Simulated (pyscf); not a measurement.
[H₃C–Al–CH₃]• (SMILES [CH3][Al][CH3]) + H₂ (SMILES [H][H]) → H₃C–AlH–CH₃ (SMILES [CH3][AlH][CH3]) + H• (SMILES [H]), a hydrogen abstraction (doublet surface; H–H broken, Al–H formed). PySCF, gas phase, ωB97X-D3(BJ)/def2-SVP geometries. Energies in kcal/mol from the separated reactants.

Small-basis levels: PySCF, no dispersion term, spherical d functions. Open shells are spin-unrestricted. 

Q: In single points HF/STO-3G puts the saddle at 17.0 kcal/mol and the reaction energy at +5.3 kcal/mol. Should these be trusted to within a few kcal/mol? Compare with ωB97M-D3(BJ)/def2-TZVP.

A: ωB97M-D3(BJ)/def2-TZVP gives ΔE‡ = 21.0 kcal/mol and ΔE = +18.2 kcal/mol. HF/STO-3G lies 4.0 kcal/mol under it in the barrier and 12.9 kcal/mol under it in the reaction energy, so on this step it does not hold to within 3.0 kcal/mol. ωB97M-D3(BJ)/def2-TZVP has limits of its own. One saddle was located; it need not be the lowest between these sides. The angle at the transferred H is 180°.
